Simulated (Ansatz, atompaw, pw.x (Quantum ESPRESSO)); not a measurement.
What a changed setting does to a pw.x run (sc Be)

Potential: PAW, atompaw 4.2.0.5, PBEsol; core [He], reference 2s2 2p0; waves: 2s (bound): rc 1.60 bohr; 2s channel at 0.55 Ry: rc 3.00 bohr; 2p (bound, empty): rc 3.00 bohr; 2p channel at 0.3 Ry: rc 3.00 bohr; 3d channel at 0.05 Ry: rc 3.00 bohr; 3d channel at 2.45 Ry: rc 3.00 bohr; local part: troulliermartins scheme with l = 3 at 0 Ry, radius 2.20 bohr; core correction: smooth core density matched at 2.15 bohr; augmentation: gaussian compensation charge, radius 2.60 bohr; PAW radius 3.00 bohr; waves and projectors: custom rrkj gramschmidtortho.

The reference run (k-mesh 15³, cutoffs 40/400 Ry, Fermi–Dirac 0.01 Ry, mixing_beta 0.4, conv_thr 1e-9, no spin) gives 1.02 GPa at 10.052 Å³/atom, where all-electron LAPW gives 0.82 GPa. This run, with its own iteration cap, changes k-mesh shift to 1.

```
&control
  calculation='scf', prefix='x', pseudo_dir='./', outdir='./tmp', tstress=.true., disk_io='none'
/
&system
  ibrav=0, nat=1, ntyp=1, ecutwfc=40, ecutrho=400, nbnd=8,
  occupations='smearing', smearing='fd', degauss=0.01
/
&electrons
  conv_thr=1e-09, mixing_beta=0.4, electron_maxstep=60
/
ATOMIC_SPECIES
Be 1.0 Be.UPF
CELL_PARAMETERS angstrom
  2.15816259 0.00000000 0.00000000
  0.00000000 2.15816259 0.00000000
  0.00000000 0.00000000 2.15816259
ATOMIC_POSITIONS crystal
Be 0.0000 0.0000 0.0000
K_POINTS automatic
15 15 15 1 1 1
```

```bash
pw.x < Be.scf.in > Be.scf.out
```

Problem. How does the run end?

Solution. It converges in 8 iterations; the free energy moves by -2.7 meV/atom and the pressure by +0.18 GPa.

```
Message from routine setup:
     using ibrav=0 with symmetry is DISCOURAGED, use correct ibrav instead
     lattice parameter (alat)  =       4.0783  a.u.
     unit-cell volume          =      67.8343 (a.u.)^3
     number of electrons       =         2.00
     number of Kohn-Sham states=            8
     kinetic-energy cutoff     =      40.0000  Ry
     charge density cutoff     =     400.0000  Ry
     scf convergence threshold =      1.0E-09
     Exchange-correlation= SLA PW PSX PSC
     number of k points=   120  Fermi-Dirac smearing, width (Ry)=  0.0100
     iteration #  1     ecut=    40.00 Ry     beta= 0.40
     total energy              =      -6.55387638 Ry
     estimated scf accuracy    <       0.00126330 Ry
     iteration #  2     ecut=    40.00 Ry     beta= 0.40
     total energy              =      -6.55428094 Ry
     estimated scf accuracy    <       0.00023281 Ry
     iteration #  3     ecut=    40.00 Ry     beta= 0.40
     total energy              =      -6.55396546 Ry
     estimated scf accuracy    <       0.00002838 Ry
     [... 2 iterations left out ...]
     iteration #  6     ecut=    40.00 Ry     beta= 0.40
     total energy              =      -6.55398045 Ry
     estimated scf accuracy    <       0.00000002 Ry
     iteration #  7     ecut=    40.00 Ry     beta= 0.40
     total energy              =      -6.55398045 Ry
     estimated scf accuracy    <          1.3E-09 Ry
     iteration #  8     ecut=    40.00 Ry     beta= 0.40
     the Fermi energy is     5.7448 ev
!    total energy              =      -6.55398045 Ry
     estimated scf accuracy    <          3.0E-10 Ry
     smearing contrib. (-TS)   =      -0.00153668 Ry
     convergence has been achieved in   8 iterations
          total   stress  (Ry/bohr**3)                   (kbar)     P=       12.03
     Message from routine punch:
     Nothing written, as per user request (disk_io='none')
```

The run took about 4.4 s on one core of a shared host (Intel(R) Xeon(R) 6975P-C, 128 threads, 496 GiB, load 6).
